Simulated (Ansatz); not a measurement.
**Platinum, fcc: convergence with the plane-wave cutoff**

Computed with Ansatz, LDA, scalar-relativistic PAW, on the relaxed cell (a = 3.895 Å; spin not included). Errors count from a run at 420 eV on a Γ-centred 23×23×23 mesh with Fermi-Dirac smearing of 0.1 eV, extrapolated to zero width. Fixed here: mesh 14×14×14, Fermi-Dirac width 0.1 eV. The pressure holds a Pulay correction and is unreliable far below the recommended cutoff. The SCF starts from atomic densities corrected by a trained network.

| cutoff (eV) | E(σ→0) error (meV/atom) | P (GPa) | SCF iterations |
| --- | --- | --- | --- |
| 150 | 51373.5 | -103.17 | 7 |
| 200 | 10921.4 | -13.77 | 7 |
| 250 | 1508.6 | 4.78 | 6 |
| 350 | 0.7 | -0.06 | 6 |
| 420 | -7.4 | 0.03 | 6 |
| 500 | -8.4 | 0.02 | 6 |
| 600 | -8.7 | 0.02 | 6 |
| 800 | -8.8 | 0.02 | 6 |

Task: What does the run at 300 give (cutoff)?

Result: E(σ→0) error (meV/atom): 139.0; P (GPa): -0.24; SCF iterations: 6.

Within 5 meV/atom of the last row: from 420 eV on.
